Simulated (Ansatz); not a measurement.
# Litharge PbO

Computed with PBE0-D4 (Ansatz, a quantum-chemistry and plane-wave program, plane waves, PAW).

Cell: relaxed at this level.

| Item | Result |
|---|---|
| interlayer binding energy | 26.5 meV/Å² |
| layer repeat distance | 4.985 Å |
| gap between the layers | 2.633 Å |

Note: a distance lies near a switch of the dispersion term, which can move the cell.

Spin–orbit coupling is not included; it can shift volumes and moduli of such heavy elements.
